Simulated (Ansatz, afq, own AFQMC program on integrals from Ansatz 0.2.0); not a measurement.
Where AFQMC and coupled cluster stand for GeH2⁻, doublet

```xyz
3

Ge    0.0000   -0.0307    0.0000
H     0.0000    1.1080   -1.1584
H     0.0000    1.1080    1.1584
```

Basis aug-cc-pVDZ. Only valence electrons are correlated. Integrals, coupled cluster, full CI and functionals: Ansatz 0.2.0; the random walks run on the same integrals in our own AFQMC program. ph-AFQMC/CISD is guided by a CISD state made of CCSD amplitudes; releasing the constraint for a short imaginary time cuts its bias at the price of noise, slowly where states lie close. Free projection: walkers drawn from exp(T), propagated without any constraint. Its projection time is finite, and what remains of the start isn't in its error. ± is one standard error of the sampling. No spin–orbit coupling.

Determinant: UHF, the one that the program's search chose, which needn't be the lowest solution. The geometry is a point of a scan.

No full CI on the walks' own integrals is used here; CCSDT(Q) serves as the reference and is uncertain by about the last step of the cluster series.

Cautions: no relativity below Rb; no spin-orbit coupling; inner d shell frozen; the ph-AFQMC/CISD walk drifts between its halves (2.1 errors).

* T1 diagnostic: 0.0174
* weight of the determinant in the CISD state: 0.904
* ⟨S²⟩ of the determinant: 0.766
* size of the correlated space: 7 electrons in 40 orbitals

```json
{"level": "MP2", "correlation energy (eV)": "-2.7517"}
{"level": "CCSD", "correlation energy (eV)": "-3.4518"}
{"level": "CCSD(T)", "correlation energy (eV)": "-3.5551"}
```

**Question.** Estimate where free-projection AFQMC lies against CCSD(T) on the same integrals.

**Answer.** 1.5 ± 0.8 kJ/mol below CCSD(T). The gap is under twice the noise, so this walk alone can't tell the two apart.

Reference: CCSDT(Q), correlation energy -3.583 eV. The released energy is read at 2.40 1/Eh (meV from the phaseless value at times in 1/Eh: 6 ± 6 at 0.24, -2 ± 7 at 0.51, 5 ± 7 at 0.99, 12 ± 6 at 1.62, -4 ± 7 at 2.40).

```csv
level,E − E(reference) (kJ/mol),share of correlation (%)
CCSD(T),2.7,99.23
CCSDT,0.4,99.88
ph-AFQMC/CISD,0.5 ± 0.6,99.85
released AFQMC,0.1 ± 0.7,99.96
free AFQMC,1.1 ± 0.8,99.67
```

Free projections are given only where their last times agree within the noise and don't stop above the reference; a slow remainder of the start can still hide under it. A walk keeps the symmetry of its determinant, which the program's search chose and which needn't be the lowest solution, so a lower state of the same spin and another symmetry isn't excluded. Released energies are given only where the last usable release times agree within the noise; a slower fall can still hide under it.
